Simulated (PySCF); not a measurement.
**Mayer bond orders and bond lengths**

Compound: Mg(SiH3)2.
Cartesian coordinates in Å at the PBE0-D3(BJ)/def2-SVP level; atoms count from 1:
```
atom  x, y, z in Å
Mg1    0.010    0.014    0.000
Si2    0.000   -0.017    2.587
H3     0.898   -1.079    3.160
H4    -1.364   -0.280    3.161
H5     0.458    1.279    3.195
Si6    0.002    0.020   -2.587
H7     1.332    0.396   -3.179
H8    -0.993    0.988   -3.165
H9    -0.343   -1.321   -3.172
```

Bond orders from the PBE0/pcSseg-1 density (PySCF). Isolated species at its PBE0-D3(BJ)/def2-SVP geometry, gas phase.

Set the Mayer orders of the bonds beside their lengths.

| bond | length (Å) | Mayer order |
| --- | --- | --- |
| Mg1–Si2 | 2.587 | 0.823 |
| Mg1–Si6 | 2.587 | 0.823 |
| Si2–H3 | 1.503 | 0.931 |
| Si2–H4 | 1.503 | 0.931 |
| Si2–H5 | 1.503 | 0.931 |
| Si6–H7 | 1.503 | 0.931 |
| Si6–H8 | 1.503 | 0.931 |
| Si6–H9 | 1.503 | 0.931 |

Sum the orders of all bonds at each heavy atom with more than one neighbour.

Mg1 1.646, Si2 3.616, Si6 3.616. Orders between atoms that aren't bonded are not in these sums.

The Mayer order sums products of elements of PS (density times overlap matrix) between the two atoms' basis functions, so it depends on the basis set.
